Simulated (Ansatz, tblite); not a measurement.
**InCl3: rung by rung**

Aim: run the singlet of InCl3 at one geometry on many levels, and compare frontier levels, spin and run time.

The runs use Ansatz 0.2.0, Gaussian basis; as each input shows.

The runs, in order: GFN1-xTB, GFN2-xTB, PBE-D4/def2-TZVP, r2SCAN-D4/def2-TZVP, BLYP-D4/def2-TZVP, HF/def2-TZVP, B97M-V/def2-TZVP, r2SCANh-D4/def2-TZVP, r2SCAN0-D4/def2-TZVP, HSE06-D4/def2-TZVP, ωB97X-V/def2-TZVP, PBE-D4/def2-SVP, PBE0-D4/def2-SVP, PBE0-D4/def2-TZVPD, PBE-D4/def2-TZVPD, r2SCAN-D4/def2-TZVPD, CCSD(T)/def2-TZVPP, MP2/def2-TZVP, RPA/def2-TZVP.

1 further run of the same task is left out (set aside as unsound or not needed). Runs told in other sessions of the task aren't counted.

## 1. The structure

The singlet was relaxed beforehand with PBE0-D4/def2-SVP.

4 atoms, charge 0, spin multiplicity 1.

Bond lengths: In1–Cl2 2.320 Å, In1–Cl3 2.320 Å, In1–Cl4 2.320 Å. Angles: Cl2–In1–Cl3 120.0°, Cl2–In1–Cl4 120.0°, Cl3–In1–Cl4 120.0°.

In takes a core potential in the def2 sets. No spin-orbit coupling is included.

PBE0-D4/def2-TZVP was run before; its log isn't repeated, and its numbers join the tables.

## 2. GFN1-xTB

Tight binding, by tblite at 300 K electronic temperature and without a spin-polarisation term:

```python
tblite.interface.Calculator('GFN1-xTB', numbers, positions, charge=0, uhf=0).singlepoint()
```

Energy -391.9251 eV, HOMO -12.68 eV, LUMO -8.19 eV; 0.005 s.

## 3. GFN2-xTB

Tight binding, by tblite at 300 K electronic temperature and without a spin-polarisation term:

```python
tblite.interface.Calculator('GFN2-xTB', numbers, positions, charge=0, uhf=0).singlepoint()
```

Energy -408.7223 eV, HOMO -12.22 eV, LUMO -9.28 eV; 0.004 s.

## 4. PBE-D4/def2-TZVP

start.molden holds the orbitals of an earlier run on this state, given as this run's starting guess.

The input, in.yaml:

```yaml
crystal:
  periodic: [false, false, false]
  atoms:
    - {symbol: In, position_ang: [0.000025, -0.000003, -0.000013]}
    - {symbol: Cl, position_ang: [2.319542, -0.027364, 0.012835]}
    - {symbol: Cl, position_ang: [-1.136020, 2.022419, -0.017220]}
    - {symbol: Cl, position_ang: [-1.183547, -1.995052, 0.004399]}
basis:
  gaussian: {orbitals: def2-TZVP, initial_orbitals: start.molden}
hamiltonian: {xc: pbe, dispersion: d4}
scf: {omitted_lower_state_checks: [starts]}
output: {orbitals: {seedname: orbitals}}
```

Launch:

```console
> ansatz run in.yaml --threads 4 --pin off --events-out ev --progress --plain --max-ram 3916MiB
```

After this run come: r2SCAN-D4/def2-TZVP; BLYP-D4/def2-TZVP; HF/def2-TZVP; B97M-V/def2-TZVP; r2SCANh-D4/def2-TZVP; r2SCAN0-D4/def2-TZVP; HSE06-D4/def2-TZVP; ωB97X-V/def2-TZVP; PBE-D4/def2-SVP; PBE0-D4/def2-SVP; PBE0-D4/def2-TZVPD; PBE-D4/def2-TZVPD; r2SCAN-D4/def2-TZVPD; CCSD(T)/def2-TZVPP; MP2/def2-TZVP; RPA/def2-TZVP.

**Question.** What will the summary of the whole plan be? Wanted: gap in def2-TZVP, named functionals and Hartree-Fock, smallest and largest; correlation energy, CCSD(T)/def2-TZVPP; correlation energy, MP2/def2-TZVP; binding an atom, CCSD(T)/def2-TZVPP; PBE0 total energy, smallest basis above largest.

The runs gave:

```
                                                                  quantity                             value
gap in def2-TZVP, named functionals and Hartree-Fock, smallest and largest  3.91 eV (BLYP-D4), 13.13 eV (HF)
                                    correlation energy, CCSD(T)/def2-TZVPP                         -24.52 eV
                                         correlation energy, MP2/def2-TZVP                         -22.25 eV
                                       binding an atom, CCSD(T)/def2-TZVPP                          2.477 eV
                           PBE0 total energy, smallest basis above largest   13.24 eV (def2-SVP, def2-TZVPD)
```

What this shows: Over the named functionals and Hartree-Fock in def2-TZVP the gap runs from 3.91 eV (BLYP-D4) to 13.13 eV (HF); exact exchange widens it. The functionals in def2-TZVP miss CCSD(T)/def2-TZVPP by -0.044 (BLYP-D4) to +0.180 eV (B97M-V) an atom. CCSD(T)/def2-TZVPP isn't at the basis-set limit; small misses against it rank nothing.
